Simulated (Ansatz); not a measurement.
# CHSi (doublet): wave-function methods side by side at distance C2–H3 = 1.698 Å, cc-pVDZ

Aim: climb from Hartree-Fock through coupled cluster and multireference methods for CHSi (doublet) at one geometry and basis, and see what each rung misses.

Method: cc-pVDZ, core rule «outside noble gas», up to 6 orbitals frozen; program: Ansatz 0.2.0, Gaussian basis.

To be run: UHF; CCSD(T) on ROHF; CCSD(T) on UHF; BCCD(T) on ROHF; CISD; CCSDT(Q) on ROHF; CCSDT(Q) on UHF; CASSCF and MRCISD+Q, 3 electrons in 3 orbitals; CASSCF and NEVPT2, 3 electrons in 3 orbitals; CASSCF and MRCISD+Q, 9 electrons in 9 orbitals; CASSCF and NEVPT2, 9 electrons in 9 orbitals.

16 further runs of the same task are left out: 10 that didn't finish, 6 set aside as unsound or not needed.

## (1) The system

The geometry derives from a PBE0/def2-TZVP stationary point (not a proven minimum). One bond is set to the value named and the two fragments are kept rigid.

3 atoms, charge 0, spin multiplicity 2.

Atoms are counted from 1 here; the program's logs count them from 0.

Bond lengths: Si1–C2 1.682 Å.

As a file:

```xyz
3
charge 0, multiplicity 2
Si    0.0000    0.0000   -1.6876
C     0.0000    0.0000   -0.0052
H     0.0000    0.0000    1.6928
```

## (2) UHF

Input file in.yaml:

```yaml
crystal:
  periodic: [false, false, false]
  atoms:
    - {symbol: Si, position_ang: [0.000000, 0.000000, -1.687634]}
    - {symbol: C, position_ang: [0.000000, 0.000000, -0.005183]}
    - {symbol: H, position_ang: [0.000000, 0.000000, 1.692817]}
basis:
  gaussian: {orbitals: cc-pVDZ}
magnetization: {spin_polarized: true, initial_magnetization: 1}
hamiltonian: {xc: hf}
output: {orbitals: {seedname: orbitals}}
```

Command:

```
$ ansatz run in.yaml --threads 1 --pin off --events-out ev --progress --plain --max-ram 2393MiB
```

The runs that follow: CCSD(T) on ROHF; CCSD(T) on UHF; BCCD(T) on ROHF; CISD; CCSDT(Q) on ROHF; CCSDT(Q) on UHF; CASSCF and MRCISD+Q, 3 electrons in 3 orbitals; CASSCF and NEVPT2, 3 electrons in 3 orbitals; CASSCF and MRCISD+Q, 9 electrons in 9 orbitals; CASSCF and NEVPT2, 9 electrons in 9 orbitals.

**Question.** What will the summary of the whole plan be? Wanted: RCCSDT(Q) below the RHF energy; RMP2 from RCCSDT(Q); UMP2 from RCCSDT(Q); RCCSD from RCCSDT(Q); RCCSD(T) from RCCSDT(Q); UCCSD(T) from RCCSDT(Q); UCCSDT(Q) from RCCSDT(Q); NEVPT2 pair from RCCSDT(Q); NEVPT2 valence from RCCSDT(Q).

The runs gave:

| quantity | value |
| --- | --- |
| RCCSDT(Q) below the RHF energy | -6.8474 eV |
| RMP2 from RCCSDT(Q) | +125.6 kJ/mol |
| UMP2 from RCCSDT(Q) | +200.8 kJ/mol |
| RCCSD from RCCSDT(Q) | +39.5 kJ/mol |
| RCCSD(T) from RCCSDT(Q) | +7.2 kJ/mol |
| UCCSD(T) from RCCSDT(Q) | +13.8 kJ/mol |
| UCCSDT(Q) from RCCSDT(Q) | +0.1 kJ/mol |
| NEVPT2 pair from RCCSDT(Q) | +108.0 kJ/mol |
| NEVPT2 valence from RCCSDT(Q) | +75.1 kJ/mol |
| MRCISD+Q valence from RCCSDT(Q) | +1.9 kJ/mol |
| levels within 1 kcal/mol (43 meV) | RCCSDT, UCCSDT, UCCSDT(Q), MRCISD+Q valence |
| T1 diagnostic | 0.030 |
| effectively unpaired electrons | 1.19 |

RCCSD(T) lands +7.2 kJ/mol from the yardstick (1.1 % of the correlation energy). CCSD(T) misses by +7.2 kJ/mol on the restricted determinant and by +13.8 kJ/mol on the unrestricted one; the two need not hold the same state or core. One determinant dominates. Of the multireference levels listed MRCISD+Q valence comes nearest in total energy (+1.9 kJ/mol), which doesn't show that its space is the better one. These misses are within one basis, not against nature; the frozen cores of restricted and unrestricted runs differ, which can shift their rows.
